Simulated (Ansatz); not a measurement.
For zinc-blende GaP, PBE in Ansatz (plane waves, PAW) gives:

| Property | Result |
|---|---|
| lattice parameter a | 5.506 Å |
| bulk modulus B0 | 76.7 GPa |
| band gap at the measured cell | 1.59 eV |

What does HSE06 (Ansatz, an electronic-structure program, PAW) give for the same quantities?


- lattice constant a: 5.465 Å (drops by 0.7 %)
- bulk modulus: 87.8 GPa (grows by 14 %)
- band gap at the measured cell: 2.26 eV (rises by 0.67 eV)

For comparison: lattice constant a 5.439 Å (measured, static lattice: zero-point anharmonic expansion removed; as tabulated in Mejia-Rodriguez and Trickey (2018), arXiv:1807.09216); bulk modulus 89.6 GPa (measured, 0 K value with the zero-point phonon effect removed; as tabulated in Mejia-Rodriguez and Trickey (2018), arXiv:1807.09216); band gap 2.43 eV (measured, zero-point renormalisation of 0.08 eV added back (the table's ZPR column); as tabulated in Chen et al. (2018), doi:10.1103/physrevmaterials.2.073803).

Changes are worked out from the printed values.

Unless a cell is named, each level is at its own relaxed cell (PBE 20.87, HSE06 20.40 Å³/atom).

Spin–orbit coupling is included only where a level's name says +SOC; with heavier elements it mostly lowers gaps and can invert bands. Density-functional gaps are differences of (generalised) Kohn–Sham levels.

Ansatz's density-functional and Hartree–Fock values are scalar-relativistic unless marked +SOC, with PAW data made under PBE.
